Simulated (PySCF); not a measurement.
One entry of a table of gas-phase calculations, keyed by method. Lists by class give the value and the number of equivalent atoms.

```json
{
 "formula": "C6H8",
 "smiles": "[CH2+][C](C)C#CC",
 "inchi": "InChI=1S/C6H8/c1-4-5-6(2)3/h2H2,1,3H3/q+1",
 "charge": 1,
 "multiplicity": 2,
 "geometry_level": "GFN2-xTB",
 "atoms_angstrom": [
  ["C", -1.651, 1.43, -0.161],
  ["C", -1.071, 0.182, -0.165],
  ["C", -1.887, -1.052, -0.198],
  ["C", 0.316, 0.091, -0.139],
  ["C", 1.537, 0.007, -0.117],
  ["C", 2.944, -0.079, -0.094],
  ["H", -1.055, 2.329, -0.138],
  ["H", -2.724, 1.541, -0.181],
  ["H", -1.28, -1.952, -0.199],
  ["H", -2.53, -1.047, -1.082],
  ["H", -2.567, -1.072, 0.657],
  ["H", 3.266, -0.471, 0.879],
  ["H", 3.408, 0.895, -0.255],
  ["H", 3.293, -0.804, -0.836]
 ],
 "electronic_structure_code": "PySCF",
 "results": {
  "GFN2-xTB geometry": {
   "rotational_constants_GHz": [8.991, 1.786, 1.517]
  },
  "UKS B3LYP, pcH-1 on C H, non-relativistic, mean-field spin-orbit, GIAO": {
   "g_iso": 2.00344,
   "g_tensor": [2.00218, 2.00289, 2.00525],
   "s2": 0.764,
   "a_iso_by_class_MHz": [
    ["1H", 46.5, 3],
    ["13C", 42.0, 1],
    ["1H", -37.3, 1],
    ["1H", -36.9, 1],
    ["1H", 17.1, 3]
   ],
   "spin_populations_mulliken_by_atom": [0.57, 0.04, 0.01, 0.07, 0.31, -0.01, -0.02, -0.02, 0.0, 0.01, 0.01, 0.03, 0.0, 0.02]
  }
 }
}
```

The rotational constants make it an asymmetric top with κ = (2B − A − C)/(A − C) = -0.93, nearer the prolate limit (−1). With B = h/(8π²I), that is 505.379 GHz u Å² over I, the principal moments of inertia are 56.2, 283.0 and 333.1 u Å² (most abundant isotopes). At 9.50 GHz, hν = g·μB·B₀ (B₀ the magnetic field) puts the centre of the isotropic spectrum, to first order, at 338.8 mT. ⟨S²⟩ is 0.014 above the pure-spin value S(S + 1) = 0.75. g_iso is shifted by about +1120 ppm from the free-electron value 2.002319; the principal values span 0.0031.

 GFN2-xTB frequencies show an imaginary mode (31i cm⁻¹), so this geometry is no minimum at that level. Hyperfine couplings depend on the geometry, which wasn't re-optimised at a DFT level. The unpaired spin is shared among atoms: the largest Mulliken spin population is 0.57. Couplings of like nuclei are plain means over topologically equivalent atoms, as if these changed places fast (by rotation of a methyl-like group, say); in this geometry the members of some sets differ.

One conformer stands for the species.
